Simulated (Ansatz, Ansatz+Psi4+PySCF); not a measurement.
```yaml
atoms:
  - { symbol: Si, position_ang: [0.0000, 0.0000, 0.0000] }
  - { symbol: H, position_ang: [0.8446, 0.8446, 0.8446] }
  - { symbol: H, position_ang: [-0.8446, -0.8446, 0.8446] }
  - { symbol: H, position_ang: [-0.8446, 0.8446, -0.8446] }
  - { symbol: H, position_ang: [0.8446, -0.8446, -0.8446] }
```

Basis set: cc-pVTZ on H; cc-pV(T+d)Z on Si (spherical functions). Left uncorrelated: 5 orbitals. Charge 0, multiplicity 1.

Computed with Ansatz (development build ahead of 0.2.0); each method stands on the lowest determinant of its kind that the runs found. Restricted open shells among the atoms or ions are ROHF, correlated in semicanonical orbitals with singles.

The atomization energy at this shape (free ground-state atoms in the same class of orbitals less the molecule, no zero-point energy) of singlet SiH4:

| method | atomization energy |
| --- | --- |
| RHF-MP2 | 13.46 eV |
| RHF | 11.21 eV |

(1) What does RHF-CCSD(T) give?

## Answers

(1) 13.80 eV.
